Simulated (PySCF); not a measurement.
**Neon: a sound run and one with changed settings**

Sound run: Ne [Ne], Ne+ [He] 2s2 2p5. Computed with PySCF 2.14 in cc-pVDZ (3s2p1d, 14 functions), with the non-relativistic Hamiltonian (point nucleus). In the sound run the correlated levels freeze 1s2. The sound run starts from symmetry-adapted Hartree-Fock orbitals and uses a fine grid where one is needed.

Changed run: all electrons correlated in a basis built for the valence shell.

| species | method | sound run (hartree) | changed run (hartree) | converged |
| --- | --- | --- | --- | --- |
| Ne | MP2 | -128.67430 | -128.67634 | yes |
| Ne | CCSD(T) | -128.67884 | -128.68069 | yes |
| Ne+ | MP2 | -127.89985 | -127.90174 | yes |
| Ne+ | CCSD(T) | -127.91114 | -127.91289 | yes |

Ionisation energy of Ne:

| method | sound run (eV) | changed run (eV) |
| --- | --- | --- |
| UHF | 19.668 | 19.668 |
| MP2 | 21.074 | 21.078 |
| SCS-MP2 | 20.950 | 20.952 |
| CCSD | 20.889 | 20.892 |
| CCSD(T) | 20.890 | 20.893 |

A valence basis has no tight correlating functions, so it recovers only part of the core correlation, and not evenly between atom and ion.

For comparison, NIST gives 21.565 eV between the lowest levels.
